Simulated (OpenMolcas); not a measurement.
# HNO3 (peroxynitrous acid): MP2/aug-pcseg-1

What is the energy change on altering one bond length of HNO3 (peroxynitrous acid) at MP2/aug-pcseg-1? 

The results are computed with OpenMolcas 26.06.

6 further runs of the same task are left out: 6 set aside as unsound or not needed.

## 1. The structure to begin with

HNO3: 5 atoms, total charge 0, spin state singlet. SMILES: `O=NOO`. The coordinates come from a PBE0-D4/def2-TZVP relaxation. This is one conformer, not always the lowest.

Bond lengths: O1–N2 1.180 Å, N2–O3 1.353 Å, O3–O4 1.401 Å, O4–H5 0.984 Å. Angles: O1–N2–O3 114.6°, N2–O3–O4 114.1°, O3–O4–H5 101.0°.

## 2. The energy at MP2/aug-pcseg-1

job.input reads:

```
&GATEWAY
  BasLib = $CurrDir
  Coord
  5
  angstrom
  O        0.136350      -0.835310       0.979060
  N       -0.871770      -0.628300       0.400790
  O       -0.775090       0.288530      -0.589000
  O        0.508600       0.826880      -0.747550
  H        1.001920       0.348200      -0.043280
  Basis = aug-pcseg-1
  Group = NoSym

&SEWARD

&SCF
  PrOrbitals = 1 1

&MBPT2
  Frozen = 0
```

The basis set aug-pcseg-1 is read from a file made from the Basis Set Exchange's data (not shown).

Started as:

```console
$ export MOLCAS_MEM=1860
$ pymolcas job.input > job.log
```

The log of the run:

```text
--- Start Module: gateway ---
[...]
--- Stop Module: gateway /rc=_RC_ALL_IS_WELL_ ---
[...]
      Basis functions          101
[...]
--- Start Module: scf ---
[...]
       Convergence after  14 Iterations
[...]
::    Total SCF energy                               -279.3371799863
[...]
      Total spin, S                                     0.0000000000
[...]
      Total electronic charge=   32.000000
      Total            charge=   -0.000000
[...]
      Dipole Moment (debye):
      Origin of the operator (angstrom)=   -0.2108   -0.0630   -0.0024
                   X=  6.6824E-01               Y= -3.9461E-01               Z=  6.7082E-01           Total=  1.0258E+00
      Quadrupole Moment (debye*angstrom):
[...]
--- Stop Module: scf /rc=_RC_ALL_IS_WELL_ ---
[...]
--- Start Module: mbpt2 ---
[...]
WARNING!
Default frozen orbitals as non valence orbitals is overwritten by user input.
Default values:   4
[...]
       Reference weight ( Cref**2 )         =        0.81208
::    Total MBPT2 energy                             -280.1081318236
[...]
      Total MBPT2 calculations                           0.48      0.55
--- Stop Module: mbpt2 /rc=_RC_ALL_IS_WELL_ ---
[...]
```

It took 10 s on 1 thread of Arm Neoverse V1, shared host; peak memory 0.57 GiB.

## 3. The distorted shape, same level

job.inp reads:

```
&GATEWAY
BasLib
$CurrDir
Coord
5
angstrom
O        1.144488      -1.042324       1.557340
N       -0.871770      -0.628300       0.400790
O       -0.775090       0.288530      -0.589000
O        0.508600       0.826880      -0.747550
H        1.001920       0.348200      -0.043280
Basis
aug-pcseg-1
Group
NoSym
&SEWARD
&SCF
PrOrbitals
1 1
&MBPT2
Frozen
0
```

The basis set aug-pcseg-1 is read from a file made from the Basis Set Exchange's data (not shown).

Started as:

```console
$ export MOLCAS_MEM=1860
$ pymolcas job.inp > job.log
```

The log of the run:

```text
--- Start Module: gateway ---
[...]
--- Stop Module: gateway /rc=_RC_ALL_IS_WELL_ ---
[...]
      Basis functions          101
[...]
--- Start Module: scf ---
[...]
       Convergence after  24 Iterations
[...]
::    Total SCF energy                               -279.1038271003
[...]
      Total spin, S                                     0.0000000000
[...]
      Total electronic charge=   32.000000
      Total            charge=   -0.000000
[...]
      Dipole Moment (debye):
      Origin of the operator (angstrom)=    0.0452   -0.1155    0.1445
                   X=  7.0526E-01               Y= -9.2212E-02               Z=  3.4612E-01           Total=  7.9101E-01
      Quadrupole Moment (debye*angstrom):
[...]
--- Stop Module: scf /rc=_RC_ALL_IS_WELL_ ---
[...]
--- Start Module: mbpt2 ---
[...]
WARNING!
Default frozen orbitals as non valence orbitals is overwritten by user input.
Default values:   4
[...]
       Reference weight ( Cref**2 )         =        0.81993
::    Total MBPT2 energy                             -279.8072874721
[...]
      Total MBPT2 calculations                           0.50      0.56
--- Stop Module: mbpt2 /rc=_RC_ALL_IS_WELL_ ---
[...]
```

Wall time 14 s (1 thread of Arm Neoverse V1, shared host); peak memory 0.57 GiB.

## 4. Outcome

At MP2/aug-pcseg-1:

| quantity | value |
| --- | --- |
| first shape: total energy | -280.10813 Eh |
| first shape: dipole moment (mean-field density) | 1.03 D |
| first shape: HOMO energy (Hartree–Fock orbitals) | -13.52 eV |
| first shape: LUMO energy (Hartree–Fock orbitals) | 0.99 eV |
| first shape: HOMO–LUMO gap (Hartree–Fock orbitals) | 14.52 eV |
| first shape: correlation energy | -771.0 mEh |
| distorted shape: total energy | -279.80729 Eh |
| distorted shape: dipole moment (mean-field density) | 0.79 D |
| distorted shape: HOMO energy (Hartree–Fock orbitals) | -12.86 eV |
| distorted shape: LUMO energy (Hartree–Fock orbitals) | -0.27 eV |
| distorted shape: HOMO–LUMO gap (Hartree–Fock orbitals) | 12.59 eV |
| distorted shape: correlation energy | -703.5 mEh |
| energy change with the O1–N2 bond stretched from 1.180 to 2.361 Å | 8.186 eV |

**Reading.** With the O1–N2 bond stretched from 1.180 to 2.361 Å the energy rises by 8.19 eV (790 kJ/mol). The first shape isn't relaxed at this level, so the change isn't measured from a minimum. A restricted reference can't describe the breaking bond well at this length. Mulliken charges (distorted shape) of the mean-field density run from -0.41 on O4 to +0.60 on H5; in a basis this large or diffuse they mean little.
